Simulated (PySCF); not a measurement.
Structure problem from calculated spectra and properties.

Formula: C5H5F.

| Property | Result |
| --- | --- |
| Polarisability | 58.7 au [CAM-B3LYP/def2-SVPD] |
| Rotational structure | rotational constants A, B, C: 7.406, 2.672, 1.988 GHz [GFN2-xTB] |
| NMR, other nuclei | isotropic shieldings of nuclei other than C and H, by class: 333 (1 F) ppm [GIAO PBE0/pcSseg-1] |
| Dipole | 3.09 D [CAM-B3LYP/def2-SVPD] |
| 13C NMR | chemical shifts (computed TMS as zero) by class: 138.5 (1 C), 135.1 (1 C), 131.1 (1 C), 97.1 (1 C), 20.2 (1 C) ppm [GIAO PBE0/pcSseg-1] |
| Triplet | lowest triplet excitation (Tamm–Dancoff): 3.12 eV [TDA CAM-B3LYP/def2-SVPD] |
| 1H NMR | chemical shifts (computed TMS as zero) by class: 8.27 (1 H), 7.77 (1 H), 2.16 (3 H) ppm [GIAO PBE0/pcSseg-1] |
| UV, strongest line | among the 8 lowest singlet transitions: S8 at 7.29 eV (170 nm, f = 0.631) [TDDFT CAM-B3LYP/def2-SVPD] |

Gas-phase values; electronic properties from PySCF, density fitting. Levels stand in brackets. NMR shifts are as computed; neighbouring signals can stand in another order in a measured spectrum. Isolated species at its GFN2-xTB geometry, gas phase. NMR classes are plain means over equivalent atoms (diastereotopic ones count apart unless rotation or inversion swaps them), as if these changed places fast.

Q: Give a SMILES that accounts for the data.

A: Numbering: `[CH3:1][C:2]([F:3])=[C:4]1[CH:5]=[CH:6]1`. Its formula, C5H5F, gives 3 degrees of unsaturation: 1 ring and 2 π bonds in the structure found. 5 carbons fall into 5 classes; from least to most shielded: alkene CH carbon [C5] (138.5 ppm), vinylic C–F carbon [C2] (135.1 ppm), alkene CH carbon [C6] (131.1 ppm), fully substituted alkene carbon [C4] (97.1 ppm), allylic carbon [C1] (20.2 ppm). Hydrogen classes from least to most shielded: 1 H on an alkene CH carbon, C5 (8.27 ppm), 1 H on an alkene CH carbon, C6 (7.77 ppm), 3 H on an allylic carbon, C1 (2.16 ppm, a mean of values up to 0.6 ppm apart in this geometry). The other shieldings belong to: 333 ppm, vinyl fluorine [F3]. The optimised geometry has point group Cs and is an asymmetric top. Structure: `CC(F)=C1C=C1`. Computed isomers that give other values at the same levels: `C#CC1(F)CC1` (13C chemical shifts (computed TMS as zero) by class: 86.1 (1 C), 83.7 (1 C), 69.7 (1 C), 18.6 (2 C) ppm); `C#CC/C=C\F` (13C chemical shifts (computed TMS as zero) by class: 158.5 (1 C), 114.7 (1 C), 86.3 (1 C), 74.9 (1 C), 16.1 (1 C) ppm); `C#C/C=C/CF` (13C chemical shifts (computed TMS as zero) by class: 149.9 (1 C), 114.4 (1 C), 89.7 (1 C), 86.7 (1 C), 86.2 (1 C) ppm). The assignments are read from this structure; whether some other isomer fits the data as well wasn't checked.
